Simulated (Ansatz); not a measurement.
Reaction (ligand exchange at the Al–C bond): `[AlH2][CH2][AlH2]` + `[SiH3]S` → `[AlH2][S][SiH3]` + `[CH3][AlH2]`

Calculated with Ansatz (gas phase, PBE0-D4/def2-TZVP geometries, no zero-point term in ΔE). CCSD(T)/CBS adds triple-zeta CCSD(T) − MP2 to the extrapolated MP2 energy (def2 sets, frozen cores). This one scheme is used for every species. Functionals use def2-TZVPP. B3LYP here is the variant with VWN-RPA as its local correlation; programs differ in this.

Q: Is it downhill or uphill in electronic energy at CCSD(T)/CBS, and by how much? (Best estimate.)

A: Computed: Downhill: ΔE = -1.05 eV.

Q: What do these levels give: revPBE-D4, r2SCAN-D4, B3LYP-D4, PBE, r2SCAN, HF/def2-SVP? (Best estimate.)

A: Computed: revPBE-D4 -1.04, r2SCAN-D4 -1.06, B3LYP-D4 -1.05, PBE -1.02, r2SCAN -1.06, HF/def2-SVP -1.12 eV.

Largest T1 diagnostic among the species: 0.011.

From BLYP to BHLYP (50 % exact exchange), in def2-TZVPP and without D4, ΔE moves by −0.06 eV. Leaving LDA and LC-ωPBE aside and taking each functional with its dispersion term where it has one, the values, not all of them listed here, spread over 0.06 eV, from BHLYP-D4 to BLYP-D4.
